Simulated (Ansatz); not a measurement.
Job for Ansatz (a first-principles code): R-B3LYP-D3(BJ)/def2-TZVP on dichloromethane (SMILES ClCCl).

Ansatz 0.2 input:
```yaml
crystal:
  periodic: [false, false, false]
  atoms:
    - {symbol: Cl, position_ang: [-1.46066310, 0.85326237, -0.02172414]}
    - {symbol: C, position_ang: [-0.03091776, -0.17144012, -0.02104940]}
    - {symbol: Cl, position_ang: [1.46660431, 0.88100646, -0.09936620]}
    - {symbol: H, position_ang: [0.00308575, -0.69630474, 0.95730661]}
    - {symbol: H, position_ang: [-0.01853757, -0.84421404, -0.85817755]}
basis:
  gaussian:
    orbitals: def2-TZVP
hamiltonian:
  xc: b3lyp
  dispersion: d3bj
relax: {f_tol: 0.003, max_steps: 120}
```

Q: Give the final energy of this run.

A: -959.7836 hartree.

Q: How many basis functions does it have, and what does it roughly cost on one machine?

A: 117 functions; about 13 core-seconds (a rough figure).
